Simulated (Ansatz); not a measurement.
A ladder of methods for [BH4]− (SMILES [H][B-]([H])([H])[H])

The species is [BH4]− (5 atoms), meant as a singlet with charge -1. As SMILES, `[H][B-]([H])([H])[H]`. Geometry: relaxed at GFN2-xTB.

```xyz
5

B     0.0000   -0.0002   -0.0001
H     0.0119   -0.0206    1.2291
H     1.1546    0.0118   -0.4208
H    -0.5876    1.0078   -0.3876
H    -0.5789   -0.9989   -0.4207
```

Quantity: the energy change with the B1–H3 bond stretched from 1.229 to 1.843 Å, in eV. The values are calculated.

```json
{"level": "SVWN5/6-31G (restricted)", "kind": "LDA", "program": "Ansatz", "value (eV)": "1.31", "less FCI/6-31G": "+0.13", "CPU time (all runs)": "0.69 s"}
{"level": "BLYP/6-31G (restricted)", "kind": "GGA", "program": "Ansatz", "value (eV)": "1.20", "less FCI/6-31G": "+0.02", "CPU time (all runs)": "1 s"}
{"level": "PBE/6-31G (restricted)", "kind": "GGA", "program": "Ansatz", "value (eV)": "1.25", "less FCI/6-31G": "+0.07", "CPU time (all runs)": "1.1 s"}
{"level": "CAM-B3LYP/6-31G (restricted)", "kind": "range-separated hybrid", "program": "Ansatz", "value (eV)": "1.35", "less FCI/6-31G": "+0.17", "CPU time (all runs)": "1.2 s"}
{"level": "HSE06/6-31G (restricted)", "kind": "range-separated hybrid", "program": "Ansatz", "value (eV)": "1.34", "less FCI/6-31G": "+0.16", "CPU time (all runs)": "1.3 s"}
{"level": "CCSDT(Q)/6-31G (restricted)", "kind": "coupled cluster or CI", "program": "Ansatz", "value (eV)": "1.18", "less FCI/6-31G": "0.00", "CPU time (all runs)": "0.58 s"}
{"level": "CCSDT/6-31G (restricted)", "kind": "coupled cluster or CI", "program": "Ansatz", "value (eV)": "1.18", "less FCI/6-31G": "0.00", "CPU time (all runs)": "0.48 s"}
{"level": "FCI/3-21G", "kind": "exact in the basis", "program": "Ansatz", "value (eV)": "1.22", "less FCI/6-31G": "+0.04", "CPU time (all runs)": "21 s"}
{"level": "FCI/6-31G", "kind": "exact in the basis", "program": "Ansatz", "value (eV)": "1.18", "less FCI/6-31G": "0.00", "CPU time (all runs)": "21 s"}
```

FCI/6-31G is exact within its basis and frozen core, so for wave-function methods in that basis the difference is their error; functionals converge differently with the basis, so for them it is only a difference. Sets without diffuse functions describe the anion poorly. The first shape isn't each level's own minimum. The values span 1.18 to 1.35 eV. All rows use very small basis sets, so even the best lies far from the true value. Times are those of the runs behind each value, whatever else they computed, on shared processors of several kinds: orders of magnitude only.
